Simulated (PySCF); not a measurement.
Structure elucidation problem

Molecular formula: C₂H₂F₂. Simulated spectra:

¹H NMR (400 MHz, computed): δ 7.43 (m, 2H).

¹³C{¹H} NMR (computed): δ 154.0 (m).

Theoretical values (PySCF 2.14): B3LYP/pcJ-1 coupling constants, coordinates at the PBE0-D3(BJ)/def2-SVP level, σ from GIAO-B97-2/pcSseg-2. Rapidly exchanging positions averaged, one computed conformer, non-relativistic Hamiltonian, no solvent model.

Scale: ¹H and ¹³C vs TMS (reference shieldings calculated alike).

Task: Deduce the structure.

Result: 
Rings plus π bonds: 1 (no ring in the answer). 1 carbon signal for 2 carbons: some carbons are equivalent by symmetry or fast rotation. Carbon types of the structure: 2 × CH, which accounts for all hydrogens. δC 154.0: alkene CH; as expected for a trigonal carbon in a double bond. δH 7.43: hydrogen on an alkene CH; attached to an sp2 carbon and in the plane of the double bond.

The compound is SMILES F/C=C/F.

Common functionals overestimate the size of one-bond C–F couplings by tens of Hz; these are unscaled. Multiplet labels drop couplings under 1 Hz and merge nearly equal ones. Couplings among chemically equivalent protons are left out too, so labels in AA′BB′ or AA′XX′ sets are apparent multiplicities. Shifts are as computed. Against solution values, carbons near 30 ppm lie about +4 ppm off and those near 130 ppm about +7 ppm. Of 1211 compounds with measured shifts, 218 miss one by over three times the rms of a fit or turn the order of signals round; such compounds aren't used in these exercises.
